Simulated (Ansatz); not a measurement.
Process, species as SMILES: FC(F)(F)F → C atom + 4 F atom
B3LYP-D3(BJ)/def2-TZVP geometries, fixed; electronic energies without zero-point terms.

Basis-set convergence of the atomisation energy at HF with Ansatz (a first-principles code). All functions are spherical. Open shells are unrestricted. No added dispersion term, no relativity. Functions are those of the species that has most. Reference: the value in aug-cc-pVQZ, 313.84 kcal/mol, itself unsure by roughly 0.66 kcal/mol (its mean distance from def2-QZVPPD, pcseg-3, def2-QZVPP). Deviations are taken from unrounded values.

```
basis        functions  atomisation energy (kcal/mol)
-----------  ---------  -----------------------------
cc-pVDZ             70                         298.72
aug-cc-pVDZ        115                         301.97
def2-SVP            70                         320.68
def2-SVPD          112                         319.32
pcseg-1             70                         300.85
aug-pcseg-1        115                         315.78
6-311G**            90                         303.45
6-311+G**          110                         299.70
cc-pVTZ            150                         313.47
aug-cc-pVTZ        230                         313.67
pcseg-2            150                         314.62
aug-pcseg-2        230                         315.59
def2-TZVPP         155                         312.65
def2-TZVPPD        197                         312.66
cc-pVQZ            275                         313.70
aug-cc-pVQZ        400                         313.84
def2-QZVPP         285                         313.45
def2-QZVPPD        327                         313.44
```

What the diffuse functions change, pair by pair:
- cc-pVDZ to aug-cc-pVDZ: 45 more functions, deviation -15.11 to -11.86 kcal/mol
- def2-SVP to def2-SVPD: 42 more functions, deviation 6.85 to 5.48 kcal/mol
- pcseg-1 to aug-pcseg-1: 45 more functions, deviation -12.98 to 1.94 kcal/mol
- 6-311G** to 6-311+G**: 20 more functions, deviation -10.38 to -14.13 kcal/mol
- cc-pVTZ to aug-cc-pVTZ: 80 more functions, deviation -0.36 to -0.17 kcal/mol
- pcseg-2 to aug-pcseg-2: 80 more functions, deviation 0.79 to 1.75 kcal/mol
- def2-TZVPP to def2-TZVPPD: 42 more functions, deviation -1.19 to -1.17 kcal/mol
- cc-pVQZ to aug-cc-pVQZ: 125 more functions, deviation -0.14 to 0.00 kcal/mol
- def2-QZVPP to def2-QZVPPD: 42 more functions, deviation -0.38 to -0.40 kcal/mol

Leaving out the reference's own pair, they bring the value nearer the reference by more than 0.66 kcal/mol in 3 of 8 pairs.
